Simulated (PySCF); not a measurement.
# Na2 (Sodium diatomic): the cost of one run

Programs: PySCF 2.14.0, with density-fitted response routines of our own. Each step states its level of theory. These are calculated values for one molecule, in the gas phase or a continuum, unless marked as measured. Atoms are numbered from 0 throughout.

## Step 1: Starting geometry

2 atoms, charge 0, multiplicity 1; geometry from: GFN2-xTB. The atoms were then displaced at random by about 0.01 Å, so the start is not that level's minimum.

Bonds of the start (Å): Na0–Na1 2.76.

## Step 2: Optimising the geometry at PBE0-D3(BJ)/def2-TZVP

What the job is given:

```
{"job": {"xc": "PBE0", "basis": "def2-TZVP", "d3": "d3bj", "grid": 2, "shake": 0.01, "kind": "geom"}, "charge": 0, "multiplicity": 1}
Na     1.387940    -0.028190     0.001020
Na    -1.370450    -0.000630    -0.013150
```

Run with:

```bash
> OMP_NUM_THREADS=1 python probes_run.py task.json out
```

One launch serves the whole session: the jobs run in the order shown.

Q: Estimate the wall time and peak memory of this first job on 1 thread of Arm Neoverse N1, shared host.

About 5.7 s, with a peak of 0.28 GiB.
